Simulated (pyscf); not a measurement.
Optimised with ωB97X-D3(BJ)/def2-SVP in PySCF.

Task: Estimate the classical barrier height and the reaction energy of •H₂C–CH(SiH₃)–Cl -> H₃C–CH(SiH₂•)–Cl at r²SCAN/def2-TZVP. The step runs on the doublet surface, breaks H–Si and forms C–H; take the reactant's lowest minimum found as zero.

Result: ΔE‡ = 30.0 kcal/mol, ΔE = -9.7 kcal/mol. ωB97M-D3(BJ)/def2-TZVP gives 32.8 kcal/mol and -9.8 kcal/mol. Zero-point energy shifts the barrier by -1.0 kcal/mol. It is a hydrogen shift, with an imaginary mode of 1818i cm⁻¹. The same reactants have a lower exit, to H₂C=CH–SiH₃ + Cl• (no saddle counted: cutting one bond, which may have a small barrier of its own, costs +18.3 kcal/mol at ωB97M-D3(BJ), against +32.8 kcal/mol here). •H₂C–CH(SiH₃)–Cl lies 62.4 kcal/mol over its isomer H₃C–Si•(CH₃)–Cl (electronic energy, ωB97M-D3(BJ)). H₃C–CH(SiH₂•)–Cl lies 52.6 kcal/mol over its isomer H₃C–Si•(CH₃)–Cl (electronic energy, ωB97M-D3(BJ)). One saddle was located; it need not be the lowest between these sides.
